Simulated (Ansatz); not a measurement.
# C3H7FO: one species, many methods

An exercise on one series of results from a longer session: the logs are not shown, and one member is left open.

Method: functionals in def2-TZVPP, the program's frozen cores in correlated methods; program: Ansatz 0.2.0, Gaussian basis.

Plan: LDA (SPW92), PBE-D4, revPBE-D4, BLYP-D4, r2SCAN-D4, B97M-V, PBE0-D4, B3LYP-D4, r2SCANh-D4, r2SCAN0-D4, HSE06-D4, BHLYP-D4, CAM-B3LYP-D4, LC-ωPBE, ωB97X-V, ωB97M-V, B2PLYP, PBE-QIDH; CCSD(T)/def2-SVP; CCSD(T)/def2-TZVPP; MP2/def2-QZVPP; extrapolation to the limit; RPA on PBE.

## Structure used throughout

The geometry comes from an earlier relaxation with PBE0-D4 in a triple-zeta def2 set; it is a stationary point, not always the lowest conformer.

SMILES `CC(O)CF`, 12 atoms, charge 0, spin multiplicity 1.

Atoms are counted from 1 here; the program's logs count them from 0.

Bond lengths: C1–C2 1.510 Å, C1–H6 1.093 Å, C1–H7 1.092 Å, C1–H8 1.090 Å, C2–O3 1.412 Å, C2–C4 1.509 Å, C2–H9 1.101 Å, O3–H10 0.962 Å, C4–F5 1.389 Å, C4–H11 1.094 Å, C4–H12 1.094 Å. Angles: C2–C1–H6 110.4°, C2–C1–H7 111.1°, C2–C1–H8 109.8°, H6–C1–H7 108.9°, H6–C1–H8 108.1°, H7–C1–H8 108.4°, C1–C2–O3 108.0°, C1–C2–C4 111.2°, C1–C2–H9 109.6°, O3–C2–C4 110.3°, O3–C2–H9 109.9°, C4–C2–H9 107.8°, C2–O3–H10 107.6°, C2–C4–F5 109.1°, C2–C4–H11 111.5°, C2–C4–H12 110.6°, F5–C4–H11 107.9°, F5–C4–H12 107.6° and more.

Set-up of the first run:

Input file in.yaml:

```yaml
crystal:
  periodic: [false, false, false]
  atoms:
    - {symbol: C, position_ang: [0.287596, 1.281236, -0.487560]}
    - {symbol: C, position_ang: [0.046554, -0.207038, -0.401165]}
    - {symbol: O, position_ang: [-1.237597, -0.471403, -0.924343]}
    - {symbol: C, position_ang: [0.142293, -0.694175, 1.023942]}
    - {symbol: F, position_ang: [-0.110324, -2.060061, 1.054435]}
    - {symbol: H, position_ang: [-0.450683, 1.822735, 0.108558]}
    - {symbol: H, position_ang: [1.287306, 1.538433, -0.131242]}
    - {symbol: H, position_ang: [0.194884, 1.611013, -1.522832]}
    - {symbol: H, position_ang: [0.809195, -0.738764, -0.990971]}
    - {symbol: H, position_ang: [-1.422091, -1.405103, -0.783069]}
    - {symbol: H, position_ang: [1.140448, -0.527262, 1.438839]}
    - {symbol: H, position_ang: [-0.610580, -0.204712, 1.649308]}
basis:
  gaussian: {orbitals: def2-TZVPP}
hamiltonian: {xc: lda}
output: {orbitals: {seedname: orbitals}}
```

Command:

```
$ ansatz run in.yaml --threads 4 --pin off --events-out ev --progress --plain --max-ram 10444MiB
```

Among the steps run: LDA; PBE-D4 (GGA); revPBE-D4 (GGA); BLYP-D4 (GGA); r2SCAN-D4 (meta-GGA); B97M-V (meta-GGA); B3LYP-D4 (hybrid); r2SCANh-D4 (hybrid); r2SCAN0-D4 (hybrid); HSE06-D4 (hybrid); BHLYP-D4 (hybrid); CAM-B3LYP-D4 (range-separated); LC-ωPBE (range-separated); ωB97X-V (range-separated); ωB97M-V (range-separated); B2PLYP (double hybrid); PBE-QIDH (double hybrid).

One table of the session follows, with a row left open; its other results are not shown here.

It belongs to the step «Orbital energies across the functionals». 

| functional | HOMO (eV) | LUMO (eV) | gap (eV) |
| --- | --- | --- | --- |
| LDA (SPW92) | -6.50 | 0.22 | 6.73 |
| PBE-D4 | -6.35 | 0.39 | 6.73 |
| revPBE-D4 | -6.28 | 0.46 | 6.74 |
| BLYP-D4 | -6.29 | 0.35 | 6.64 |
| r2SCAN-D4 | -6.70 | 1.10 | 7.80 |
| B97M-V | -6.87 | 0.59 | 7.45 |
| PBE0-D4 | -8.01 | 1.23 | 9.24 |
| B3LYP-D4 | -7.79 | 0.86 | 8.65 |
| r2SCANh-D4 | -7.32 | 1.39 | 8.71 |
| r2SCAN0-D4 | -8.26 | 1.75 | 10.01 |
| HSE06-D4 | ? | ? | ? |
| BHLYP-D4 | -9.65 | 1.80 | 11.46 |
| CAM-B3LYP-D4 | -9.53 | 1.97 | 11.50 |
| LC-ωPBE | -10.84 | 3.30 | 14.14 |
| ωB97X-V | -10.53 | 3.10 | 13.63 |
| ωB97M-V | -10.46 | 2.66 | 13.12 |

Q: Estimate the row for HSE06-D4 from the others.

As computed: HOMO (eV): -7.60; LUMO (eV): 0.86; gap (eV): 8.46. In the column «HOMO (eV)» it lies between B3LYP-D4 (-7.79) and r2SCANh-D4 (-7.32).
